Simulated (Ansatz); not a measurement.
Species: C2H3N, charge 1, multiplicity 2. 
Geometry from a B3LYP-D3(BJ)/def2-TZVP (Ansatz, an electronic-structure program) optimisation:
```xyz
6

C     -1.1556    -0.0194    -0.0198
C      0.2409    -0.0117    -0.0099
N      1.4428     0.0093     0.0114
H     -1.5838    -0.7676    -0.6887
H     -1.5152    -0.1262     1.0324
H     -1.5124     1.0147    -0.2456
```
Charge +1, spin multiplicity 2.

Basis-set convergence of Hartree-Fock and CCSD(T) correlation energies (hartree) with Ansatz. Cores are frozen in the correlated levels unless marked. Open shells are spin-unrestricted. Spin-orbit coupling is left out. No relativistic terms.

| basis | functions | E(HF) | E(corr, CCSD(T)) |
|---|---|---|---|
| cc-pVDZ | - | -131.53978 | -0.42063 |
| cc-pVTZ | 132 | … | … |

Task: What belongs in the gaps?

Result: 
- cc-pVTZ, E(HF): -131.57432
- cc-pVTZ, E(corr, CCSD(T)): -0.50507
